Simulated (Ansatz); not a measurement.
A first, cheap relaxation of C2H3ClFN (`FC/N=C/Cl`).

```yaml
crystal:
  periodic: [false, false, false]
  atoms:
    - {symbol: F, position_ang: [0.284500, -1.093300, 1.195400]}
    - {symbol: C, position_ang: [0.939400, -0.104600, 0.511800]}
    - {symbol: N, position_ang: [0.234700, 0.263200, -0.737900]}
    - {symbol: C, position_ang: [-0.935100, 0.178100, -0.653900]}
    - {symbol: Cl, position_ang: [-1.918500, 0.558700, -2.064900]}
    - {symbol: H, position_ang: [1.067500, 0.785300, 1.161300]}
    - {symbol: H, position_ang: [1.954500, -0.518900, 0.293100]}
    - {symbol: H, position_ang: [-1.534800, -0.125600, 0.239400]}
basis:
  gaussian: {orbitals: def2-SVP}
hamiltonian: {xc: pbe, dispersion: d4}
relax: {f_tol: 0.03, max_steps: 200}
```

```sh
$ ansatz run in.yaml --threads 2 --pin off --events-out ev --progress --plain --max-ram 4352MiB
```

Shortened log:

```
Functional definition: PBE
mean field -18830.30342253 eV, -692.0008871398 hartree, gradient 3.2e-6 eV, S^2 0.000000; 0 other end points of the search recorded, 0 dependent functions left out
relax step   1: F+E_penalty+E_count = -18830.45066389 eV  Δ(F+E_penalty+E_count) = +0.000e0 eV  max|allowed force component| = 8.641e0 eV/Å  Δτ_max = 0.0000 Å  (30 SCF iters, accepted)
mean field -18830.75612206 eV, -692.0175235407 hartree, gradient 1.0e-5 eV, S^2 0.000000; 0 other end points of the search recorded, 0 dependent functions left out
relax step   2: F+E_penalty+E_count = -18830.90162490 eV  Δ(F+E_penalty+E_count) = -4.510e-1 eV  max|allowed force component| = 1.306e0 eV/Å  Δτ_max = 0.1763 Å  (37 SCF iters, accepted)
mean field -18830.79977327 eV, -692.0191276932 hartree, gradient 1.1e-5 eV, S^2 0.000000; 0 other end points of the search recorded, 0 dependent functions left out
relax step   3: F+E_penalty+E_count = -18830.94456673 eV  Δ(F+E_penalty+E_count) = -4.294e-2 eV  max|allowed force component| = 9.319e-1 eV/Å  Δτ_max = 0.1096 Å  (36 SCF iters, accepted)
mean field -18830.85004977 eV, -692.0209753206 hartree, gradient 8.9e-6 eV, S^2 0.000000; 0 other end points of the search recorded, 0 dependent functions left out
relax step   4: F+E_penalty+E_count = -18830.99471712 eV  Δ(F+E_penalty+E_count) = -5.015e-2 eV  max|allowed force component| = 4.975e-1 eV/Å  Δτ_max = 0.2000 Å  (38 SCF iters, accepted)
mean field -18830.85888905 eV, -692.0213001579 hartree, gradient 9.0e-6 eV, S^2 0.000000; 0 other end points of the search recorded, 0 dependent functions left out
relax step   5: F+E_penalty+E_count = -18831.00363684 eV  Δ(F+E_penalty+E_count) = -8.920e-3 eV  max|allowed force component| = 7.744e-1 eV/Å  Δτ_max = 0.0484 Å  (31 SCF iters, accepted)
mean field -18830.86541997 eV, -692.0215401649 hartree, gradient 9.1e-6 eV, S^2 0.000000; 0 other end points of the search recorded, 0 dependent functions left out
relax step   6: F+E_penalty+E_count = -18831.01027091 eV  Δ(F+E_penalty+E_count) = -6.634e-3 eV  max|allowed force component| = 2.412e-1 eV/Å  Δτ_max = 0.0661 Å  (30 SCF iters, accepted)
mean field -18830.87730122 eV, -692.0219767928 hartree, gradient 9.0e-6 eV, S^2 0.000000; 0 other end points of the search recorded, 0 dependent functions left out
relax step   7: F+E_penalty+E_count = -18831.02232351 eV  Δ(F+E_penalty+E_count) = -1.205e-2 eV  max|allowed force component| = 6.859e-2 eV/Å  Δτ_max = 0.0604 Å  (30 SCF iters, accepted)
mean field -18830.87747726 eV, -692.0219832620 hartree, gradient 9.2e-6 eV, S^2 0.000000; 0 other end points of the search recorded, 0 dependent functions left out
relax step   8: F+E_penalty+E_count = -18831.02257470 eV  Δ(F+E_penalty+E_count) = -2.512e-4 eV  max|allowed force component| = 1.134e-2 eV/Å  Δτ_max = 0.0050 Å  (32 SCF iters, accepted)
mean field -18830.87747726 eV, -692.0219832620 hartree, gradient 2.3e-5 eV, S^2 0.000000; 1 other end points of the search recorded, 0 dependent functions left out
Total energy: -18831.02260144 eV, -692.0273164772 hartree
Atom 0 at     0.248699    -0.870450     1.436145 Å, force     0.003362    -0.002660     0.006766 eV/Å
Atom 1 at     0.962500    -0.063684     0.551500 Å, force    -0.006098    -0.000343    -0.003385 eV/Å
Atom 2 at     0.220635     0.418775    -0.557492 Å, force    -0.008528     0.003753    -0.011344 eV/Å
Atom 3 at    -0.998475     0.117575    -0.699286 Å, force     0.008969    -0.000119     0.005245 eV/Å
Atom 4 at    -1.926249     0.700374    -2.055489 Å, force     0.004033    -0.000279     0.003098 eV/Å
Atom 5 at     1.355736     0.810332     1.119908 Å, force     0.000495    -0.000341     0.001277 eV/Å
Atom 6 at     1.828020    -0.651474     0.168033 Å, force     0.000126    -0.000214     0.000927 eV/Å
Atom 7 at    -1.598666    -0.518547    -0.019020 Å, force    -0.002360     0.000204    -0.002586 eV/Å
Dipole moment:     0.126170    -0.059456     0.154254 e Å
```

Hardware: 2 threads of an Arm Neoverse V1 on a shared host. Wall time 14 s, peak host memory 0.14 GiB.
